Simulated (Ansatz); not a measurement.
Compare A (`C=C(O)C#N`) with its isomer B (`C=C1N=C1O`).

Gas-phase electronic energies from Ansatz, PBE0-D4/def2-TZVP geometries. CCSD(T)/CBS adds triple-zeta CCSD(T) − MP2 to the extrapolated MP2 energy (def2 sets, frozen cores). Functionals use def2-TZVPP. B3LYP here is the variant with VWN-RPA as its local correlation; programs differ in this. One conformer a species, not always the lowest.

**Question.** Which is lower in electronic energy at CCSD(T)/CBS, and by how much? (Estimate.)

**Answer.** The calculation gave: A, by 40.3 kcal/mol.

**Question.** Give E(B) − E(A) in kcal/mol with CCSD/def2-TZVPP, CCSD(T)/def2-SVP, B3LYP, PBE0-D4, LDA (SPW92), PBE-D4, ωB97M-V. (Best estimate.)

**Answer.** The calculation gave: CCSD/def2-TZVPP 41.5, CCSD(T)/def2-SVP 40.4, B3LYP 38.2, PBE0-D4 32.4, LDA (SPW92) 28.1, PBE-D4 32.3, ωB97M-V 36.8. None reverses the order clearly.

**Question.** Does the order hold for the free energy at 298.15 K (harmonic terms from PBE0-D4)? (Best estimate.)

**Answer.** The calculation gave: Yes: G(B) − G(A) = +40.8 kcal/mol, for one conformer each.

Largest T1 diagnostic: 0.014.

Leaving LDA and LC-ωPBE aside and taking each functional with its dispersion term where it has one, the values, not all of them listed here, spread over 7.7 kcal/mol, from PBE-D4 to B2PLYP. LDA lies −4.2 kcal/mol from PBE without D4. In def2-TZVPP, CCSD(T) changes the Hartree–Fock value by −1.6 kcal/mol (the triples alone add −0.5 kcal/mol) and MP2 by −1.9 kcal/mol.
